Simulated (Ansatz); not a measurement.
SO2, singlet: the ladder up to RCCSDTQ

Geometry: MP2(full)/6-31G*, from the G2/97 set.

```tsv
atom	x (Å)	y (Å)	z (Å)
S	0.0000	0.0000	0.3699
O	0.0000	1.2776	-0.3707
O	0.0000	-1.2776	-0.3707
```

Basis 6-31G; Ansatz 0.2.0. Correlated methods freeze the noble-gas cores, which leaves 18 electrons in 24 orbitals. R marks a restricted (for open shells ROHF) determinant, U an unrestricted one. Active spaces: valence = (18e, 12o) chosen from the atoms' valence shells.

Full CI isn't at hand for all of this; RCCSDTQ serves as the reference, and is uncertain by about the last step of the cluster series. The frozen core follows each run's orbitals, which can shift R against U totals by a few meV.

Unrestricted rows (U) aren't spin-pure: their determinants' ⟨S²⟩ exceeds S(S+1) by up to 0.76, so they mix in states of higher spin.

- UHF ⟨S²⟩: 0.758
- T1 diagnostic (RCCSD): 0.0292
- largest doubles amplitude (RCCSD): 0.157

| level | E − E(RCCSDTQ) (kcal/mol) | share of correlation (%) | wall time |
| --- | --- | --- | --- |
| RHF | 233.26 | 0.00 | – |
| UHF | 216.11 | 7.35 | – |
| RMP2 | -3.10 | 101.33 | – |
| UMP2 | 39.25 | 83.17 | – |
| CISD | 36.24 | 84.46 | 0.85 s |
| RCCSD | 13.30 | 94.30 | – |
| UCCSD* | 13.15 | 94.36 | – |
| RCCSD(T) | 1.61 | 99.31 | 0.36 s |
| UCCSD(T)* | 4.39 | 98.12 | 2.4 s |
| BCCD(T) | 0.99 | 99.57 | 0.58 s |
| RCCSDT | 1.82 | 99.22 | – |
| UCCSDT | 1.62 | 99.31 | – |
| CISDTQ | 3.66 | 98.43 | 1.9 min (H100) |
| RCCSDT(Q) | -0.63 | 100.27 | 3.8 s |
| UCCSDT(Q) | -1.42 | 100.61 | 14 s |
| UCCSDTQ | -0.03 | 100.01 | 1.8 min (H100) |
| CASSCF (valence space) | 118.01 | 49.41 | – |
| NEVPT2 (valence space) | 19.75 | 91.53 | 3.7 s |
| MRCISD (valence space) | 8.49 | 96.36 | – |
| MRCISD+Q (valence space) | 2.07 | 99.11 | 26 s (H100) |

An asterisk marks runs whose energy the program itself flagged as in doubt.

The correlation energy at RCCSDTQ, counted from RHF, is -10.115 eV. That run took 21 s on 2 threads of AMD EPYC 7R13 with a shared H100 80 GB, shared host.

Times hold each run's SCF and search for its determinant on a shared host, so for small cases they say little of a method's own cost; rows without a card ran on 1 thread of AMD EPYC 7R13.

Natural occupations of CASSCF (valence space) about the gap: 1.986 1.971 1.964 1.953 1.876 0.158 0.064 0.048; effectively unpaired electrons, Σ n²(2−n)², 0.18.

Atomization energy (electronic, same basis, no zero-point term; atoms at the same level, unrestricted beside the R rows where the molecule is a closed shell, with restricted open-shell steps beyond CCSDT(Q)) at RCCSDTQ: 326.7 kJ/mol. Errors of other levels:

| level | error (kJ/mol) |
| --- | --- |
| RHF | -609.1 |
| UHF | -537.4 |
| RMP2 | 72.1 |
| UMP2 | -105.1 |
| CISD | -143.7 |
| RCCSD | -52.8 |
| UCCSD* | -52.2 |
| RCCSD(T) | -6.1 |
| UCCSD(T)* | -17.7 |
| BCCD(T) | -3.3 |
| RCCSDT | -7.5 |
| UCCSDT | -6.7 |
| CISDTQ | -15.0 |
| RCCSDT(Q) | 2.6 |
| UCCSDT(Q) | 5.9 |
| UCCSDTQ | 0.1 |
| CASSCF (valence space) | -115.1 |
| NEVPT2 (valence space) | 31.3 |
| MRCISD (valence space) | -27.6 |
| MRCISD+Q (valence space) | -7.7 |

This basis is far from its limit, so the value isn't to be set against a measured one. Truncated CI isn't size-consistent, which counts against it in atomization.
